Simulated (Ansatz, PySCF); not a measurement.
Noncovalent pair: CH2O2 (SMILES O=CO) (first 5 atoms) with CH2O2 (SMILES O=CO); geometry from S22 set.
(charge 0, multiplicity 1):
```xyz
10

C     -1.889    -0.180     0.000
O     -1.493     1.074     0.000
O     -1.170    -1.167     0.000
H     -2.979    -0.259     0.000
H     -0.499     1.107     0.000
C      1.889     0.180     0.000
O      1.493    -1.074     0.000
O      1.170     1.167     0.000
H      2.979     0.259     0.000
H      0.499    -1.107     0.000
```

Counterpoise-corrected where a basis set is named; no monomer relaxation. Rows marked so take none.

Rows in 6-311+G**, 6-31G* carry no dispersion term and start afresh at each structure (6-31G* with six Cartesian d functions).

Codes used: Ansatz (a program for electronic structure) with Gaussian orbitals; PySCF for 6-311+G** rows, 6-31G* rows. 

Task: One of these levels gives -748.6 meV for the interaction energy. Name it.
A) revPBE/def2-TZVPPD
B) B3LYP/6-311+G** (no counterpoise)
C) BP86/6-31G* (no counterpoise)
D) SVWN5/def2-TZVPPD

Result: B, B3LYP/6-311+G** (no counterpoise). The others give -1164.9 (SVWN5/def2-TZVPPD), -910.3 (BP86/6-31G* (no counterpoise)), -605.9 (revPBE/def2-TZVPPD)
